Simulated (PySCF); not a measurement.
Assignment exercise: C5H7F

Geometry:
| atom | x (Å) | y (Å) | z (Å) |
| --- | --- | --- | --- |
| C1 | 2.011 | -1.420 | 0.493 |
| C2 | 1.088 | -0.782 | 0.070 |
| C3 | -0.050 | 0.003 | -0.410 |
| C4 | -1.358 | -0.570 | 0.101 |
| C5 | 0.119 | 1.470 | -0.061 |
| F6 | -0.075 | -0.089 | -1.807 |
| H7 | 2.832 | -1.991 | 0.858 |
| H8 | -1.386 | -0.535 | 1.190 |
| H9 | -1.463 | -1.607 | -0.219 |
| H10 | -2.189 | 0.015 | -0.297 |
| H11 | 1.046 | 1.853 | -0.487 |
| H12 | -0.722 | 2.037 | -0.463 |
| H13 | 0.152 | 1.599 | 1.022 |

- shieldings: GIAO B97-2/pcSseg-2
- geometry: PBE0-D3(BJ)/def2-TZVP
- run in PySCF 2.14
- single conformer, isolated molecule, fast rotation and ring inversion assumed for equivalent nuclei, non-relativistic

Chemical shifts δ = σref − σ; TMS for 13C (σ = 185.38 ppm), 1H (σ = 31.64 ppm), all at this level.

Problem. Assign these signals to the numbered atoms. 13C{1H} NMR (computed): δ 91.1, 89.4, 78.5, 31.5.

Solution. 
91.1 → C3, propargylic fully substituted sp3 carbon bonded to F: deshielded by the electronegative neighbour
89.4 → C2, alkyne carbon: the triple bond shields along its axis, which puts it between sp3 and sp2 carbons
78.5 → C1, terminal alkyne carbon: sp carbons lie upfield of alkene carbons because the cylindrical π system leaves one tensor component strongly shielded
31.5 → C4/C5, methyl carbon: saturated and bonded to C and H only

C3 and C2 lie closer than the usual error of such a calculation, so a measured spectrum could show them in the other order.

Problem. Assign these signals to the numbered atoms. 1H NMR (400 MHz, computed): δ 2.22 (s, 1H), 1.56 (m, 6H).

Solution. 
| δ (ppm) | atoms | environment | reason |
| --- | --- | --- | --- |
| 2.22 | H7 | hydrogen on a terminal alkyne carbon | it lies on the axis of the triple bond, in its shielding cone |
| 1.56 | H8/H9/H10/H11/H12/H13 | hydrogen on a methyl carbon | – |

Splittings by 19F in the carbon and heteronuclear signals aren't shown, as no couplings were computed. Shifts are as computed. Against solution values, carbons near 30 ppm lie about +3 ppm off and those near 130 ppm about +7 ppm. Of 1211 compounds with measured shifts, 218 miss one by over three times the rms of a fit or turn the order of signals round; such compounds aren't used in these exercises. No couplings were computed; multiplicities are counted from neighbouring protons, with m where these are inequivalent, close in shift, in a saturated or five-membered ring or joined by F or P, and br s for small geminal =CH2 splittings.
